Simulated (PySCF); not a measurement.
## Two-photon absorption: chloroethane (CCCl, C2H5Cl)

Geometry:
| atom | x (Å) | y (Å) | z (Å) |
| --- | --- | --- | --- |
| C1 | -0.793 | 0.059 | -0.065 |
| C2 | 0.689 | -0.202 | 0.009 |
| Cl3 | 1.590 | 1.270 | 0.477 |
| H4 | -1.183 | 0.377 | 0.903 |
| H5 | -1.017 | 0.835 | -0.798 |
| H6 | -1.312 | -0.857 | -0.362 |
| H7 | 1.096 | -0.516 | -0.951 |
| H8 | 0.932 | -0.958 | 0.755 |

Theory: TDDFT CAM-B3LYP/aug-cc-pVTZ excited states, vertical, gas phase (PySCF). Geometry: PBE0-D3(BJ)/def2-TZVP.

**Question.** Give the one- and two-photon strengths of the lowest singlets.

**Answer.** δ for parallel linear polarisation; σ at the peak of a Lorentzian of half width 0.1 eV, single beam; Ω is circular over linear.
```
state  E (eV)      f  photon λ (nm)  δ (au)  σ (GM)     Ω                                  main
   S1    7.24  0.000            343    2.76    0.05  1.50      HOMO→LUMO+4 0.38, HOMO→LUMO 0.31
   S2    7.31  0.003            339    20.1    0.40  0.20  HOMO−1→LUMO+4 0.39, HOMO−1→LUMO 0.30
   S3    7.55  0.022            328      29    0.61  1.50      HOMO→LUMO 0.42, HOMO→LUMO+3 0.26
   S4    7.65  0.041            324    25.3    0.54  0.91  HOMO−1→LUMO 0.42, HOMO−1→LUMO+3 0.27
   S5    8.28  0.024            299    39.8    1.00  0.93   HOMO→LUMO+2 0.88, HOMO→LUMO+12 0.08
   S6    8.30  0.011            299    34.9    0.88  1.50  HOMO→LUMO+1 0.66, HOMO−1→LUMO+2 0.16
```

Among these, the strongest one-photon state is S4, the strongest two-photon state S5, with a dipole change of 5.0 D (relaxed, norm of the difference vector).
